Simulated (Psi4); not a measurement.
# B2 (SMILES B#B): a chain of runs

Aim: a structure relaxation (USVWN-RPA/def2-SVP), then vibrational wavenumbers, then a single-point energy (UCCSD(T)/cc-pVDZ), then the excited states (TDA-SVWN-RPA/def2-SVP) of B2. 

The calculation is run with Psi4 1.11.

**1. The molecule**

B2 has 2 atoms, charge 0, and is taken as a triplet. As SMILES, `B#B`. The shape is that of a GFN2-xTB optimisation. The run starts from this shape.

Bond lengths: B1–B2 1.405 Å.

**2. A structure relaxation at USVWN-RPA/def2-SVP (density fitting) (run 1)**

b2.in

```
memory 1.6 GB

molecule {
  0 3
  B      0.00000000     0.00000000     0.00000000
  B      0.00000000     0.00000000     2.65529197
  units bohr
}

set {
  basis def2-SVP
  reference uks
  geom_maxiter 60
}

optimize("svwn")
```

The run is started by

```
$ psi4 -i b2.in -o b2.out -n 1
```

b2.out:

```text
[...]
  Running in d2h symmetry.
[...]
  Nuclear repulsion =    9.415160472917787
[...]
  Multiplicity = 3
[...]
  Nalpha       = 6
  Nbeta        = 4
[...]
    Number of basis functions: 28
[...]
   @DF-UKS iter   1:   -48.76525477171008   -1.46322e-01   3.42029e-02 DIIS/ADIIS
[...]
   @DF-UKS iter   5:   -48.98039069136822   -7.46070e-13   6.04283e-09 DIIS
[...]
   @S^2 Observed:                2.002445716E+00
[...]
  @DF-UKS Final Energy:   -48.98039069136822
   => Energetics <=
    Nuclear Repulsion Energy =              8.1692775850102883
    One-Electron Energy =                 -80.9824481277005788
    Two-Electron Energy =                  31.2939582043504956
    DFT Exchange-Correlation Energy =      -7.4611783530284272
    Empirical Dispersion Energy =           0.0000000000000000
    VV10 Nonlocal Energy =                  0.0000000000000000
    Total Energy =                        -48.9803906913682212
[...]
  -Total Gradient:
     Atom            X                  Y                   Z
    ------   -----------------  -----------------  -----------------
       1       -0.000000000000    -0.000000000000     0.000058416867
       2       -0.000000000000     0.000000000000    -0.000058416867
[...]
    Final optimized geometry and variables:
    Molecular point group: d2h
    Full point group: D_inf_h
    Geometry (in Bohr), charge = 0, multiplicity = 3:
    B            0.000000000000     0.000000000000    -1.530123057997
    B            0.000000000000     0.000000000000     1.530123057997
    Psi4 run time: 0:00:03.31
[...]
```

On the terminal:

```text
Optimizer: Optimization complete!
```

Wall time 4.2 s (1 thread of Intel Xeon 6975P-C (Granite Rapids), shared host); peak memory 0.23 GiB.

The path in brief:

```tsv
step	energy from the first frame kept (eV)	largest force (eV/Å)
0	0.0000	8.1522
1	-0.7116	1.1532
2	-0.7333	0.4302
3	-0.7365	0.1702
4	-0.7371	0.0689
5	-0.7372	0.0282
6	-0.7372	0.0030
```

After the run. Bond lengths: B1–B2 1.619 Å.

**3. The harmonic vibrations at USVWN-RPA/def2-SVP (density fitting) (run 2)**

job.py

```python
import psi4

psi4.set_memory(1600000000)
psi4.set_num_threads(1)
psi4.set_output_file('b2.out', False)

m = psi4.geometry("""
0 3
B      0.000000     0.000000    -0.107146
B      0.000000     0.000000     1.512266
units angstrom
""")

psi4.set_options({
    'reference': 'uks',
    't': 298.15,
    'rotational_symmetry_number': 2,
})

e_tot, wfn = psi4.frequencies("svwn/def2-SVP", molecule=m, return_wfn=True)
print(f'svwn/def2-SVP energy: {e_tot:.10f} Eh')
print('wavenumbers / cm^-1:', wfn.frequencies().np.round(1))
for k in ('ZPVE', 'ENTHALPY', 'GIBBS FREE ENERGY'):
    print(f'{k}: {psi4.variable(k):.8f} Eh')
```

The run is started by

```
$ python job.py
```

b2.out:

```text
[...]
  Running in d2h symmetry.
[...]
  Nuclear repulsion =    8.169280125594970
[...]
  Multiplicity = 3
[...]
  Nalpha       = 6
  Nbeta        = 4
[...]
    Number of basis functions: 28
[...]
   @DF-UKS iter   1:   -48.92114115197374   -3.55852e-01   1.95645e-02 DIIS/ADIIS
[...]
  -Total Gradient:
     Atom            X                  Y                   Z
    ------   -----------------  -----------------  -----------------
       1        0.000000000000     0.000000000000     0.000058632566
       2        0.000000000000     0.000000000000    -0.000058632566
[...]
   @DF-UKS iter   8:   -48.98039069133804   -1.44240e-12   7.83015e-09 DIIS
[...]
   @S^2 Observed:                2.002445715E+00
[...]
  @DF-UKS Final Energy:   -48.98039069133804
   => Energetics <=
    Nuclear Repulsion Energy =              8.1692801255949696
    One-Electron Energy =                 -80.9824531973764721
    Two-Electron Energy =                  31.2939609141936543
    DFT Exchange-Correlation Energy =      -7.4611785337501892
    Empirical Dispersion Energy =           0.0000000000000000
    VV10 Nonlocal Energy =                  0.0000000000000000
    Total Energy =                        -48.9803906913380445
[...]
  ==> Harmonic Vibrational Analysis <==
[...]
  Freq [cm^-1]                1051.4491
[...]
  Total E_0, Enthalpy at 0 [K]                                                          -48.97799531 [Eh]
[...]
  Total H, Enthalpy at  298.15 [K]                                                      -48.97466050 [Eh]
[...]
  Total G, Gibbs energy at  298.15 [K]                                                  -48.99764135 [Eh]
[...]
```

On the terminal:

```text
svwn/def2-SVP energy: -48.9803906913 Eh
wavenumbers / cm^-1: [1051.4]
ZPVE: 0.00239538 Eh
ENTHALPY: -48.97466050 Eh
GIBBS FREE ENERGY: -48.99764135 Eh
```

Run time: 3.6 s. Hardware: 1 thread of Intel Xeon 6975P-C (Granite Rapids), shared host; peak memory 0.22 GiB.

**4. A single-point energy at UCCSD(T)/cc-pVDZ (run 3)**

input.in

```
memory 1.6 GB

molecule molecule1 {
  0 3
  B
  B 1 r2

  r2 = 1.619412
  symmetry c1
}

set {
  reference uhf
  scf_type pk
  freeze_core true
}

e_tot, wfn = energy("ccsd(t)/cc-pVDZ", return_wfn=True)
print_variables()
```

The run is started by

```
$ psi4 input.in input.out -n 1
```

input.out:

```text
[...]
  Running in c1 symmetry.
[...]
  Nuclear repulsion =    8.169280125594970
[...]
  Multiplicity = 3
[...]
  Nalpha       = 6
  Nbeta        = 4
[...]
    Number of basis functions: 28
[...]
   @UHF iter   1:   -49.06678492232376   -8.92976e-01   3.61824e-03 ADIIS/DIIS
[...]
   @UHF iter  11:   -49.08674251138596   -2.98428e-13   2.68822e-09 DIIS
[...]
   @S^2 Observed:                2.011252260E+00
[...]
  @UHF Final Energy:   -49.08674251138596
   => Energetics <=
    Nuclear Repulsion Energy =              8.1692801255949696
    One-Electron Energy =                 -80.8230573318549688
    Two-Electron Energy =                  23.5670346948740388
    Total Energy =                        -49.0867425113859639
  UHF NO Occupations:
  HONO-2 :    4  A 1.9959808
  HONO-1 :    5  A 1.0000000
[...]
 Multipole Moments:
 ------------------------------------------------------------------------------------
     Multipole            Electronic (a.u.)      Nuclear  (a.u.)        Total (a.u.)
 ------------------------------------------------------------------------------------
 L = 1.  Multiply by 2.5417464519 to convert [e a0] to [Debye]
 Dipole X            :          0.0000000            0.0000000            0.0000000
 Dipole Y            :         -0.0000000            0.0000000           -0.0000000
 Dipole Z            :          0.0000000            0.0000000            0.0000000
 Magnitude           :                                                    0.0000000
[...]
      * MP2 total energy                      =  -49.226056444172649
[...]
      * CCSD total energy                     =  -49.257127448830666
[...]
      * CCSD(T) total energy                     =  -49.271091786251382
[...]
```

It took 1.8 s on 1 thread of Intel Xeon 6975P-C (Granite Rapids), shared host; peak memory 0.2 GiB.

**5. The excited states at TDA-SVWN-RPA/def2-SVP (density fitting, save jk yes) (run 4)**

calc.in

```
memory 1600 mb

molecule m {
  0 3
  B      0.000000     0.000000    -0.107146
  B      0.000000     0.000000     1.512266
  units angstrom
  symmetry c1
}

set basis def2-SVP
set reference uks
set save_jk true

from psi4.driver.procrouting.response.scf_response import tdscf_excitations
result, w = energy('svwn', return_wfn=True)
states = tdscf_excitations(w, states=4, tda=True)
```

The run is started by

```
$ psi4 -i calc.in -o calc.out -n 1
```

calc.out:

```text
[...]
  Running in c1 symmetry.
[...]
  Nuclear repulsion =    8.169280125594970
[...]
  Multiplicity = 3
[...]
  Nalpha       = 6
  Nbeta        = 4
[...]
    Number of basis functions: 28
[...]
   @DF-UKS iter   1:   -48.92114115196625   -3.55852e-01   8.14857e-03 ADIIS/DIIS
[...]
   @DF-UKS iter   6:   -48.98039069077330   -3.19342e-08   6.01755e-07 DIIS
[...]
   @S^2 Observed:                2.002445839E+00
[...]
  @DF-UKS Final Energy:   -48.98039069077330
   => Energetics <=
    Nuclear Repulsion Energy =              8.1692801255949696
    One-Electron Energy =                 -80.9824960937427534
    Two-Electron Energy =                  31.2940110319227287
    DFT Exchange-Correlation Energy =      -7.4611857545482376
    Empirical Dispersion Energy =           0.0000000000000000
    VV10 Nonlocal Energy =                  0.0000000000000000
    Total Energy =                        -48.9803906907732980
[...]
 Multipole Moments:
 ------------------------------------------------------------------------------------
     Multipole            Electronic (a.u.)      Nuclear  (a.u.)        Total (a.u.)
 ------------------------------------------------------------------------------------
 L = 1.  Multiply by 2.5417464519 to convert [e a0] to [Debye]
 Dipole X            :         -0.0000000            0.0000000           -0.0000000
 Dipole Y            :         -0.0000000            0.0000000           -0.0000000
 Dipole Z            :         -0.0000029            0.0000000           -0.0000029
 Magnitude           :                                                    0.0000029
[...]
                                    Excitation Energy         Total Energy        Oscillator Strength             Rotatory Strength
[...]
Excited State    1 (1 A):   0.02035 au   2239.34 nm f = 0.0021
[...]
```

Run time: 2 s. Hardware: 1 thread of Intel Xeon 6975P-C (Granite Rapids), shared host; peak memory 0.2 GiB.

The roots found:

```tsv
excited state	energy (eV)	strength	label
1	0.554	0.0021	A 1
2	0.554	0.0021	A 1
3	0.761	0.0003	A 1
4	1.890	0.0000	A 1
```

**6. Outcome**

| quantity | value |
| --- | --- |
| run 1, USVWN-RPA/def2-SVP: total energy at the end | -48.98039 Eh |
| run 1, USVWN-RPA/def2-SVP: dipole moment | 0.00 D |
| run 1, USVWN-RPA/def2-SVP: HOMO energy (highest over α and β) | -6.58 eV |
| run 1, USVWN-RPA/def2-SVP: LUMO energy (lowest over α and β) | -6.03 eV |
| run 1, USVWN-RPA/def2-SVP: bond length | 1.619 Å |
| run 1, USVWN-RPA/def2-SVP: ⟨S²⟩ | 2.002 |
| run 2, USVWN-RPA/def2-SVP: harmonic wavenumber | 1051 cm⁻¹ |
| run 2, USVWN-RPA/def2-SVP: zero-point energy | 6.3 kJ/mol |
| run 2, USVWN-RPA/def2-SVP: ideal-gas entropy at 298.15 K (symmetry number 2 as used) | 48.4 cal/(mol K) |
| run 3, UCCSD(T)/cc-pVDZ: total energy | -49.27109 Eh |
| run 3, UCCSD(T)/cc-pVDZ: HOMO energy (Hartree–Fock orbitals) (highest over α and β) | -9.20 eV |
| run 3, UCCSD(T)/cc-pVDZ: LUMO energy (Hartree–Fock orbitals) (lowest over α and β) | -1.04 eV |
| run 3, UCCSD(T)/cc-pVDZ: correlation energy (2 core orbitals frozen) | -184.3 mEh |
| run 3, UCCSD(T)/cc-pVDZ: (T) correction | -13.96 mEh |
| run 3, UCCSD(T)/cc-pVDZ: ⟨S²⟩ of the reference determinant | 2.011 |
| run 3, UCCSD(T)/cc-pVDZ: T1 diagnostic | 0.053 |
| run 4, TDA-SVWN-RPA/def2-SVP: ground-state or mean-field energy | -48.98039 Eh |
| run 4, TDA-SVWN-RPA/def2-SVP: dipole moment (SVWN-RPA Kohn–Sham density) | 0.00 D |
| run 4, TDA-SVWN-RPA/def2-SVP: HOMO energy (SVWN-RPA Kohn–Sham orbitals) (highest over α and β) | -6.58 eV |
| run 4, TDA-SVWN-RPA/def2-SVP: LUMO energy (SVWN-RPA Kohn–Sham orbitals) (lowest over α and β) | -6.03 eV |
| run 4, TDA-SVWN-RPA/def2-SVP: ⟨S²⟩ of the reference determinant | 2.002 |
| run 4, TDA-SVWN-RPA/def2-SVP: lowest excitation energy | 0.55 eV |

What this shows: The optimisation (run 1, USVWN-RPA/def2-SVP) took 7 steps and changed the energy by -0.737 eV. The one mode (run 2, USVWN-RPA/def2-SVP) is real, so the shape is a minimum at this level. The T1 diagnostic (run 3, UCCSD(T)/cc-pVDZ) of 0.053 is above the customary mark for such species, so a single reference may not serve. The triples (run 3, UCCSD(T)/cc-pVDZ) make up 7.6 % of the correlation energy.
